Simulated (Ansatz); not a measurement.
H$_{3}$Ge–GeH⁺, doublet: the ladder up to UCCSDT(Q)

Geometry: that of the H3Ge–GeH, triplet, kept fixed.

| atom | x (Å) | y (Å) | z (Å) |
| --- | --- | --- | --- |
| Ge | 0.0000 | -0.0229 | 1.1903 |
| Ge | 0.0000 | 0.0409 | -1.2321 |
| H | 1.2555 | -0.7421 | 1.7164 |
| H | 0.0000 | 1.4326 | 1.6767 |
| H | -1.2555 | -0.7421 | 1.7164 |
| H | 0.0000 | -1.2486 | -2.0914 |

Basis cc-pVDZ; Ansatz 0.2.0. Correlated methods freeze the noble-gas cores and the filled d shells of p-block atoms, which leaves 11 electrons in 46 orbitals. Prefix R: restricted or restricted open-shell reference; prefix U: unrestricted. No spin–orbit coupling is included, and no scalar relativity.

Full CI isn't at hand for all of this; UCCSDT(Q) serves as the reference, and is uncertain by the last step of the cluster series or more.

- UHF ⟨S²⟩: 0.759
- T1 diagnostic (RCCSD): 0.0206
- largest doubles amplitude (RCCSD): 0.035
- T1 diagnostic (UCCSD): 0.0164

Q: From what is known of these methods and the diagnostics, rank them by the size of their error in total energy against UCCSDT(Q) in cc-pVDZ, smallest first (an estimate: the text doesn't fix the numbers).
A. UCCSD
B. UCCSD(T)
C. UCCSDT
D. UHF
E. UMP2

A: C (0.5 kJ/mol), B (3.5 kJ/mol), A (15.6 kJ/mol), E (124.7 kJ/mol), D (523.3 kJ/mol).

All errors are against UCCSDT(Q) in cc-pVDZ. Within each family the higher level lies nearer, as is usual though not guaranteed.
